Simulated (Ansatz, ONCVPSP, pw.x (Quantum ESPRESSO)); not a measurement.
pw.x on bcc Mo: one setting changed

Potential: optimised norm-conserving Vanderbilt (ONCV), ONCVPSP 4.0.1, LDA (Perdew-Wang 92); core [Ar] 3d10, reference 4s2 4p6 4d6; waves: 4s: rc 1.85 bohr, ncon 4, nbas 9, qcut 5.2 1/bohr, 2 projectors, debl 3.9 Ha; 4p: rc 1.85 bohr, ncon 4, nbas 8, qcut 8.1 1/bohr, 2 projectors, debl 2.6 Ha; 4d: rc 2.15 bohr, ncon 4, nbas 8, qcut 6.5 1/bohr, 2 projectors, debl 3.4 Ha; local part: polynomial inside 1.70 bohr (lpopt 5, dvloc0 3 Ha); core correction: Teter function, fcfact 6.4, rcfact 1.4.

The reference run (k-mesh 15³, cutoffs 50/200 Ry, Fermi–Dirac 0.01 Ry, mixing_beta 0.4, conv_thr 1e-9, no spin) gives 2.27 GPa at 15.067 Å³/atom, where all-electron LAPW gives 0.24 GPa. This run, with its own iteration cap, changes nbnd to 1, a wrong or extreme entry chosen on purpose.

```
&control
  calculation='scf', prefix='x', pseudo_dir='./', outdir='./tmp', tstress=.true., disk_io='none'
/
&system
  ibrav=0, nat=1, ntyp=1, ecutwfc=50, ecutrho=200, nbnd=1,
  occupations='smearing', smearing='fd', degauss=0.01
/
&electrons
  conv_thr=1e-09, mixing_beta=0.4, electron_maxstep=70
/
ATOMIC_SPECIES
Mo 1.0 Mo.UPF
CELL_PARAMETERS angstrom
  -1.55592598 1.55592598 1.55592598
  1.55592598 -1.55592598 1.55592598
  1.55592598 1.55592598 -1.55592598
ATOMIC_POSITIONS crystal
Mo 0.0000 0.0000 0.0000
K_POINTS automatic
15 15 15 0 0 0
```

```bash
pw.x < Mo.scf.in > Mo.scf.out
```

How does the run end?

It stops with "setup: too few bands". There must be at least as many bands as half the electrons, and more with smearing.

```
Error in routine setup (1):
     too few bands
```

The run took about 0.6 s on one core of a shared host (Intel(R) Xeon(R) Platinum 8259CL CPU @ 2.50GHz, 96 threads, 755 GiB, load 39).
